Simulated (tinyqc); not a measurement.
G0W0 on RHF in the sto-3g basis, for OH-, spin multiplicity 1, step by step. The basis has no diffuse functions, so it cannot describe the extra electron: this is an exercise in the method, not the real anion. Computed by tinyqc, a small Python program that keeps every step (integrals from PySCF). Settings: charge = -1, multiplicity = 1, basis = sto-3g, method = RHF, energy threshold = 1e-10, iteration cap = 56, orthogonalisation = symmetric, start = Wolfsberg-Helmholz matrix, DIIS depth = 6. Command: `OMP_NUM_THREADS=1 python tinyqc.py 22779 22780 out.jsonl` (the two numbers bound the seeds that draw the settings). One thread of a shared host (Intel(R) Xeon(R) Processor @ 2.60GHz), about 0.07 s of CPU time with the checks. The early iterations of the SCF are left out here.

## One-electron integrals

Geometry (angstrom):
```
atom,x,y,z
O,0.000000,0.000000,0.000000
H,0.000000,0.000000,1.182000
```

Basis sto-3g: exponents (1/bohr^2) and contraction coefficients of normalised primitives:
```
element,l (shell),exponent,coefficient
O,s (1),130.709320,0.154329
O,s (1),23.808861,0.535328
O,s (1),6.443608,0.444635
O,s (2),5.033151,-0.099967
O,s (2),1.169596,0.399513
O,s (2),0.380389,0.700115
O,p (3),5.033151,0.155916
O,p (3),1.169596,0.607684
O,p (3),0.380389,0.391957
H,s (1),3.425251,0.154329
H,s (1),0.623914,0.535328
H,s (1),0.168855,0.444635
```

Overlap, kinetic and nuclear-attraction integrals over the contracted functions; the nuclear repulsion is the sum of Za Zb / Rab.

nuclear repulsion = 3.58157165 hartree

overlap S, lower triangle:
```
,1O 1s,1O 2s,1O 2px,1O 2py,1O 2pz,2H 1s
1O 1s,1.000000
1O 2s,0.236704,1.000000
1O 2px,0.000000,0.000000,1.000000
1O 2py,0.000000,0.000000,0.000000,1.000000
1O 2pz,0.000000,0.000000,0.000000,0.000000,1.000000
2H 1s,0.031629,0.340226,0.000000,0.000000,0.309181,1.000000
```

kinetic energy T (hartree), lower triangle:
```
,1O 1s,1O 2s,1O 2px,1O 2py,1O 2pz,2H 1s
1O 1s,29.003200
1O 2s,-0.168011,0.808128
1O 2px,0.000000,0.000000,2.528731
1O 2py,0.000000,0.000000,0.000000,2.528731
1O 2pz,0.000000,0.000000,0.000000,0.000000,2.528731
2H 1s,-0.008903,0.045760,0.000000,0.000000,0.141989,0.760032
```

nuclear attraction V (hartree), lower triangle:
```
,1O 1s,1O 2s,1O 2px,1O 2py,1O 2pz,2H 1s
1O 1s,-61.066151
1O 2s,-7.289051,-9.498311
1O 2px,0.000000,0.000000,-9.400591
1O 2py,0.000000,0.000000,0.000000,-9.400591
1O 2pz,-0.010180,-0.125963,0.000000,0.000000,-9.475419
2H 1s,-0.996532,-2.417155,0.000000,0.000000,-1.947191,-4.754531
```

core Hamiltonian H = T + V (hartree), lower triangle:
```
,1O 1s,1O 2s,1O 2px,1O 2py,1O 2pz,2H 1s
1O 1s,-32.062951
1O 2s,-7.457062,-8.690183
1O 2px,0.000000,0.000000,-6.871860
1O 2py,0.000000,0.000000,0.000000,-6.871860
1O 2pz,-0.010180,-0.125963,0.000000,0.000000,-6.946688
2H 1s,-1.005434,-2.371395,0.000000,0.000000,-1.805201,-3.994499
```

## Two-electron integrals

Functions are numbered as in S; the eight-fold symmetry (ij|kl) = (ji|kl) = (kl|ij) leaves the list below.

Two-electron integrals (ij|kl) in chemists' order, unique and non-zero (hartree):
```
i,j,k,l,(ij|kl)
1,1,1,1,4.785065
2,1,1,1,0.741380
2,1,2,1,0.136873
2,2,1,1,1.118947
2,2,2,1,0.256633
2,2,2,2,0.817206
3,1,3,1,0.024477
3,2,3,1,0.037809
3,2,3,2,0.180518
3,3,1,1,1.115814
3,3,2,1,0.256684
3,3,2,2,0.817023
3,3,3,3,0.880159
4,1,4,1,0.024477
4,2,4,1,0.037809
4,2,4,2,0.180518
4,3,4,3,0.047444
4,4,1,1,1.115814
4,4,2,1,0.256684
4,4,2,2,0.817023
4,4,3,3,0.785270
4,4,4,4,0.880159
5,1,5,1,0.024477
5,2,5,1,0.037809
5,2,5,2,0.180518
5,3,5,3,0.047444
5,4,5,4,0.047444
5,5,1,1,1.115814
5,5,2,1,0.256684
5,5,2,2,0.817023
5,5,3,3,0.785270
5,5,4,4,0.785270
5,5,5,5,0.880159
6,1,1,1,0.100167
6,1,2,1,0.018356
6,1,2,2,0.034263
6,1,3,3,0.034197
6,1,4,4,0.034197
6,1,5,1,0.000830
6,1,5,2,0.001569
6,1,5,5,0.034402
6,1,6,1,0.002493
6,2,1,1,0.269414
6,2,2,1,0.062679
6,2,2,2,0.224197
6,2,3,3,0.220209
6,2,4,4,0.220209
6,2,5,1,0.004700
6,2,5,2,0.037516
6,2,5,5,0.231950
6,2,6,1,0.008587
6,2,6,2,0.079333
6,3,3,1,0.006237
6,3,3,2,0.037462
6,3,5,3,0.007577
6,3,6,3,0.010713
6,4,4,1,0.006237
6,4,4,2,0.037462
6,4,5,4,0.007577
6,4,6,4,0.010713
6,5,1,1,0.205022
6,5,2,1,0.048276
6,5,2,2,0.184379
6,5,3,3,0.176229
6,5,4,4,0.176229
6,5,5,1,0.009381
6,5,5,2,0.066305
6,5,5,5,0.200466
6,5,6,1,0.006873
6,5,6,2,0.079346
6,5,6,5,0.089187
6,6,1,1,0.440738
6,6,2,1,0.104169
6,6,2,2,0.429334
6,6,3,3,0.413021
6,6,4,4,0.413021
6,6,5,1,0.009208
6,6,5,2,0.103801
6,6,5,5,0.461444
6,6,6,1,0.014357
6,6,6,2,0.200412
6,6,6,5,0.228848
6,6,6,6,0.774606
```

## Orthogonalisation

S = U s U^T; symmetric (Loewdin) form X = U s^(-1/2) U^T, so that X^T S X = 1.

eigenvalues of S: 0.515143  0.840684  1.000000  1.000000  1.136607  1.507566

X, lower triangle:
```
,1O 1s,1O 2s,1O 2px,1O 2py,1O 2pz,2H 1s
1O 1s,1.022667
1O 2s,-0.128655,1.076084
1O 2px,0.000000,0.000000,1.000000
1O 2py,0.000000,0.000000,0.000000,1.000000
1O 2pz,-0.005271,0.048052,0.000000,0.000000,1.042628
2H 1s,0.018434,-0.201468,0.000000,0.000000,-0.179418,1.094966
```

## Iteration 7 (converged): orbitals

converged F (hartree), lower triangle:
```
,1O 1s,1O 2s,1O 2px,1O 2py,1O 2pz,2H 1s
1O 1s,-19.454106
1O 2s,-4.985012,-1.795350
1O 2px,0.000000,0.000000,0.208268
1O 2py,0.000000,0.000000,0.000000,0.208268
1O 2pz,-0.017557,-0.000538,0.000000,0.000000,0.521272
2H 1s,-0.680110,-0.502088,0.000000,0.000000,-0.269950,0.039469
```

Diagonalise F' = X^T F X, C = X C', fill 5 alpha and 5 beta electrons from the bottom; D = 2 C_occ C_occ^T. Each column has its largest component positive (the first on a tie).

F' = X^T F X (hartree), lower triangle:
```
,1,2,3,4,5,6
1,-19.086985
2,-2.643139,-0.830017
3,0.000000,0.000000,0.208268
4,0.000000,0.000000,0.000000,0.208268
5,-0.046653,0.126772,0.000000,0.000000,0.674277
6,-0.056628,-0.343848,0.000000,0.000000,-0.451208,0.321856
```

orbital energies (hartree): MO1 -19.462540, MO2 -0.578859, MO3 0.077703, MO4 0.208268, MO5 0.208268, MO6 1.042828

coefficients C:
```
,MO1,MO2,MO3,MO4,MO5,MO6
1O 1s,0.994512,-0.248304,0.087011,0.000000,0.000000,-0.066998
1O 2s,0.022853,0.939432,-0.443284,0.000000,0.000000,0.371284
1O 2px,0.000000,0.000000,0.000000,0.979998,0.199006,0.000000
1O 2py,0.000000,0.000000,0.000000,-0.199006,0.979998,0.000000
1O 2pz,0.002175,0.013017,0.497813,0.000000,0.000000,0.934671
2H 1s,-0.004521,0.199763,0.746749,0.000000,0.000000,-0.821286
```

D after iteration 7, lower triangle:
```
,1O 1s,1O 2s,1O 2px,1O 2py,1O 2pz,2H 1s
1O 1s,2.116559
1O 2s,-0.498215,2.159111
1O 2px,0.000000,0.000000,2.000000
1O 2py,0.000000,0.000000,0.000000,2.000000
1O 2pz,0.084492,-0.416788,0.000000,0.000000,0.495983
2H 1s,0.021754,-0.286922,0.000000,0.000000,0.748663,1.195121
```

Within a degenerate level the vectors are fixed only up to a rotation; this is one choice.

## Convergence

Stop when the energy changes by less than 1e-10 hartree and every element of the error matrix X^T (F D S - S D F) X is below 3e-06.

Course of the cycle:
```
iteration,E (hartree),change,largest element of the error matrix
1,-73.52540794,-,6.34e-01
2,-74.05075299,-5.25e-01,8.69e-02
3,-74.05796682,-7.21e-03,1.70e-02
4,-74.05818230,-2.15e-04,5.25e-04
5,-74.05818246,-1.62e-07,1.24e-05
6,-74.05818246,-1.32e-10,3.66e-07
7,-74.05818246,-9.95e-14,1.09e-10
```

PySCF RHF in the same basis = -74.05818246 hartree

Converged in 7 iterations.

## Integrals over molecular orbitals

(pq|rs) = sum C_ip C_jq C_kr C_ls (ij|kl), one index at a time.

one-electron integrals over orbitals h = C^T H C (hartree), lower triangle:
```
,1,2,3,4,5,6
1,-32.046094
2,0.607130,-7.130560
3,-0.204626,0.701759,-5.172220
4,0.000000,0.000000,0.000000,-6.871860
5,0.000000,0.000000,0.000000,0.000000,-6.871860
6,0.159610,-0.801269,-1.519786,0.000000,0.000000,-5.713027
```

Two-electron integrals over orbitals (pq|rs), unique and non-zero (hartree):
```
p,q,r,s,(pq|rs)
1,1,1,1,4.747109
2,1,1,1,-0.446508
2,1,2,1,0.065883
2,2,1,1,1.045978
2,2,2,1,-0.018073
2,2,2,2,0.735222
3,1,1,1,0.155508
3,1,2,1,-0.022731
3,1,2,2,0.008286
3,1,3,1,0.015186
3,2,1,1,-0.183150
3,2,2,1,0.006795
3,2,2,2,-0.060678
3,2,3,1,0.009625
3,2,3,2,0.127924
3,3,1,1,0.708038
3,3,2,1,-0.006219
3,3,2,2,0.582499
3,3,3,1,-0.000784
3,3,3,2,0.014627
3,3,3,3,0.621030
4,1,4,1,0.025959
4,2,4,1,0.034193
4,2,4,2,0.157101
4,3,4,1,-0.010949
4,3,4,2,-0.043803
4,3,4,3,0.032114
4,4,1,1,1.115350
4,4,2,1,-0.013025
4,4,2,2,0.766884
4,4,3,1,0.004557
4,4,3,2,-0.099936
4,4,3,3,0.563790
4,4,4,4,0.880159
5,1,5,1,0.025959
5,2,5,1,0.034193
5,2,5,2,0.157101
5,3,5,1,-0.010949
5,3,5,2,-0.043803
5,3,5,3,0.032114
5,4,5,4,0.047444
5,5,1,1,1.115350
5,5,2,1,-0.013025
5,5,2,2,0.766884
5,5,3,1,0.004557
5,5,3,2,-0.099936
5,5,3,3,0.563790
5,5,4,4,0.785270
5,5,5,5,0.880159
6,1,1,1,-0.120475
6,1,2,1,0.018414
6,1,2,2,-0.001947
6,1,3,1,0.006044
6,1,3,2,0.021373
6,1,3,3,-0.006373
6,1,4,4,-0.003381
6,1,5,5,-0.003381
6,1,6,1,0.026113
6,2,1,1,0.163339
6,2,2,1,-0.004330
6,2,2,2,0.085789
6,2,3,1,0.016353
6,2,3,2,0.047127
6,2,3,3,0.000762
6,2,4,4,0.089478
6,2,5,5,0.089478
6,2,6,1,0.022841
6,2,6,2,0.109997
6,3,1,1,0.302489
6,3,2,1,-0.004626
6,3,2,2,0.146173
6,3,3,1,-0.002773
6,3,3,2,-0.113225
6,3,3,3,0.002388
6,3,4,4,0.175038
6,3,5,5,0.175038
6,3,6,1,-0.009134
6,3,6,2,0.024397
6,3,6,3,0.181366
6,4,4,1,0.008036
6,4,4,2,0.032722
6,4,4,3,0.013455
6,4,6,4,0.037994
6,5,5,1,0.008036
6,5,5,2,0.032722
6,5,5,3,0.013455
6,5,6,5,0.037994
6,6,1,1,0.942489
6,6,2,1,-0.011479
6,6,2,2,0.674954
6,6,3,1,0.011315
6,6,3,2,0.008287
6,6,3,3,0.620455
6,6,4,4,0.668381
6,6,5,5,0.668381
6,6,6,1,0.009071
6,6,6,2,0.080574
6,6,6,3,0.068735
6,6,6,6,0.710033
```

## Screening: direct RPA

With D = e_a - e_i and K = (ia|jb): diagonalise D^(1/2) (D + 4K) D^(1/2) = Z w^2 Z^T; X + Y = D^(1/2) Z w^(-1/2), each column of Z with its largest component positive (the first on a tie); E_c = (sum w - tr (D + 2K)) / 2.

D^(1/2) (D + 4K) D^(1/2) (hartree^2), lower triangle:
```
,1>6,2>6,3>6,4>6,5>6
1>6,422.611932
2>6,0.526850,3.343394
3>6,-0.162537,0.122089,1.631628
4>6,0.000000,0.000000,0.000000,0.823324
5>6,0.000000,0.000000,0.000000,0.000000,0.823324
```

excitation energies w (hartree): 0.907372  0.907372  1.273919  1.830690  20.557545

X + Y:
```
,1,2,3,4,5
1>6,0.000000,0.000000,0.001901,-0.004103,0.998729
2>6,0.000000,0.000000,-0.080025,0.938816,0.000353
3>6,0.000000,0.000000,0.868212,0.051499,-0.000084
4>6,-0.638481,0.715609,0.000000,0.000000,0.000000
5>6,0.715609,0.638481,0.000000,0.000000,0.000000
```

RPA correlation energy = -0.03566493 hartree

Within a degenerate level the vectors are fixed only up to a rotation; this is one choice.

## G0W0 on Hartree-Fock: HOMO

W(p,q,m) = sqrt2 sum_ia (pq|ia) (X+Y)_ia,m; Sigma_c(x) = sum_(i,m) W^2/(x - e_i + w_m) + sum_(a,m) W^2/(x - e_a - w_m); solve x = e_p + Sigma_c(x) by Newton steps; Z = 1/(1 - dSigma/dx); 1 hartree = 27.211386 eV.

The 12 largest terms at x = e_p (hartree; W for the signs of X + Y given):
```
q,m,W,term
5,3,0.204783,0.032919
5,4,0.131566,0.009455
6,1,0.038451,-0.000849
6,2,0.034307,-0.000676
2,1,0.033116,0.000647
2,2,0.029547,0.000515
3,1,0.013616,0.000179
3,2,0.012149,0.000142
1,1,0.008133,3.21e-06
1,2,0.007256,2.56e-06
5,5,-0.004752,1.10e-06
```

Newton steps (hartree):
```
step,x,Sigma_c(x),Z
0,0.208268,0.042340,0.968170
1,0.249260,0.041030,0.969881
2,0.249297,0.041029,0.969883
```

quasiparticle energy of the HOMO = 6.783718 eV

Hartree-Fock value = 5.667262 eV

## G0W0 on Hartree-Fock: LUMO

As before.

The 12 largest terms at x = e_p (hartree; W for the signs of X + Y given):
```
q,m,W,term
3,3,0.219902,0.021597
6,4,0.111930,-0.006844
2,4,0.147686,0.006318
6,3,0.075301,-0.004451
4,2,0.038451,0.000849
5,1,0.038451,0.000849
3,4,0.045654,0.000746
5,2,0.034307,0.000676
4,1,-0.034307,0.000676
2,3,0.017569,0.000107
2,5,0.032313,0.000047
1,4,0.029509,0.000039
```

Newton steps (hartree):
```
step,x,Sigma_c(x),Z
0,1.042828,0.020649,0.979655
1,1.063057,0.020229,0.979693
2,1.063057,0.020229,0.979693
```

quasiparticle energy of the LUMO = 28.927256 eV

Hartree-Fock value = 28.376792 eV
